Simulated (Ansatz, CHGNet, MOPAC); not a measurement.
# How well does each level of theory give the equilibrium lattice constant a of zinc-blende InAs?

Reference value: 6.047 Å (measured, static lattice: zero-point anharmonic expansion removed; as tabulated in Mejia-Rodriguez and Trickey (2018), arXiv:1807.09216).

```
level (code)                                     value (Å)
-----------------------------------------------  ---------
PM6 semi-empirical Hartree-Fock (MOPAC) (MOPAC)        ___
CHGNet-r²SCAN (CHGNet)                               6.111
PBE (Ansatz)                                         6.186
rVV10 (Ansatz)                                       6.216
PBE0 (Ansatz)                                        6.101
```

Q: Some entries are withheld; supply them.

A: 
- PM6 semi-empirical Hartree-Fock (MOPAC) (MOPAC), value (Å): 5.976

Errors against the reference: PM6 semi-empirical Hartree-Fock (MOPAC) -1.17 %, CHGNet-r²SCAN +1.06 %, PBE +2.30 %, rVV10 +2.79 %, PBE0 +0.89 %.

The best agreement in this table is that of PBE0 (+0.89 %). rVV10 (+2.79 %) misses by most. No level tried lands within 0.3 %. Even the nearest is off by 0.89 %.

PM6 semi-empirical Hartree-Fock (MOPAC): the method was fitted mainly to molecules. PM6 semi-empirical Hartree-Fock (MOPAC): the run uses a supercell at the zone centre in place of a k mesh. Cutoffs and k meshes differ between the levels. Ansatz's density-functional and Hartree–Fock values are scalar-relativistic unless marked +SOC, with PAW data made under PBE.

Machine-learned potentials (CHGNet-r²SCAN) are trained on DFT data, which may include these solids.

Differences are worked out from the printed values.

Ansatz is a quantum-chemistry and plane-wave program.
